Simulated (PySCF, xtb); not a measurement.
oxygen (O2), SMILES O=O (connectivity only; charge and spin as stated), neutral, multiplicity 3.

Harmonic wavenumbers (cm⁻¹) from GFN2-xTB in xtb at its own minimum, in rising order: 1629.

What does PBE-D3(BJ)/def2-TZVPD run with PySCF give at its own minimum? (The exact figures need the calculation; the answer reports its results.)

1555. Paired by order, the mean absolute difference is 74 cm⁻¹ and the zero-point energies are 2.3 and 2.2 kcal/mol.
